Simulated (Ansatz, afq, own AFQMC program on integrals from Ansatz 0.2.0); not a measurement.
Two steps: Ansatz 0.2.0 writes the Fock matrix and Cholesky factors of the valence space, and afq projects on them the lowest state that overlaps trial and start.

```yaml
crystal:
  periodic: [false, false, false]
  atoms:
    - {symbol: Zr, position_ang: [0.000000, 0.000000, 0.000000]}
basis:
  gaussian: {orbitals: def2-TZVPP}
total_charge: 1
magnetization: {spin_polarized: true, initial_magnetization: 3}
correlation: {method: ccsd_t, electrons: outside_noble_gas, hamiltonian_folder: ham}
```

```sh
$ ansatz run in.yaml --threads 1 --pin off --events-out ev --progress --plain --max-ram 16896MiB --backend cuda --devices 0, --max-vram 18GiB
```

Options of the walk:

```
--method phaseless --trial cisd --walkers 4000 --populations 20 --least-time 60 --time-step 0.005 --steps-per-block 50 --equilibration-blocks 40 --max-blocks 4000 --target-error 0.00011 --factor-cut 1e-05 --start spin_pure --seed 6539 --release-times 0.24,0.6,1.2,2,3,4.2 --release-step 0.04 --release-every 3 --taylor-order 6
```

Times are imaginary, in 1/Eh. The walk had a cap of 221 s. With eight or more populations the least sampling time is a fifth of least-time, and the error comes from their spread. Core potentials past Kr, no spin–orbit coupling.

Output of the walk:

```
orbitals 52  electrons 3 0  factors 371 of 372
reference energy -46.25364203 Eh
CCSD correlation -0.01512095 Eh in 8 cycles, weight of the determinant in the CISD state 0.9884
energy of the start -46.268763 Eh
 block  time / (1/Eh)  mean weight  energy / Eh
     1     0.250  1.0000  -46.268775
     2     0.500  1.0000  -46.268797
     3     0.750  1.0000  -46.268819
     4     1.000  1.0000  -46.268840
     5     1.250  0.9999  -46.268862
    10     2.500  1.0000  -46.268894
    19     4.750  1.0000  -46.268918
    29     7.250  0.9998  -46.268908
    39     9.750  0.9999  -46.268873
    49    12.250  1.0004  -46.268925
    57    14.250  1.0001  -46.269033
    59    14.750  1.0001  -46.268806
    69    17.250  1.0002  -46.268902
    79    19.750  1.0001  -46.268882
    89    22.250  1.0000  -46.268874
    99    24.750  1.0001  -46.268907
error from the spread of 20 populations
released: time / (1/Eh)  energy / Eh  error  mean overlap
  0.24  -46.268878  0.000017  0.9992
  0.60  -46.268787  0.000149  0.9961
  1.20  -46.269061  0.000086  0.9952
  2.00  -46.268956  0.000025  0.9925
  3.00  -46.268802  0.000133  0.9863
  4.20  -46.268957  0.000023  0.9862
energy -46.268989 +/- 0.000065 Eh
(rows thinned)
```

The run passed its tests (sampling time, drift between the halves within three errors, error under three times the target), which doesn't prove that it has relaxed.

Against this walk (error 1.8 meV) on the same determinant: CCSD(T) 2.7 meV higher (within the noise), full CI 1.5 meV higher (within the noise). The error is statistical and leaves out the bias of the constraint. Released to 4.20 1/Eh the energy moves by 0.9 ± 1.9 meV (both errors), within twice the noise.

Cautions: constraint bias not in the error; no spin-orbit coupling; outer-core shells of the metal frozen.

The walk took 2.5 min on 1 × NVIDIA H100 80GB HBM3 with 2 threads of AMD EPYC 7R13 Processor (Zen 3), on a shared host (the card was shared). The log's last line is the phaseless energy.

A walk keeps the symmetry of its determinant, which the program's search chose and which needn't be the lowest solution, so a lower state of the same spin and another symmetry isn't excluded.
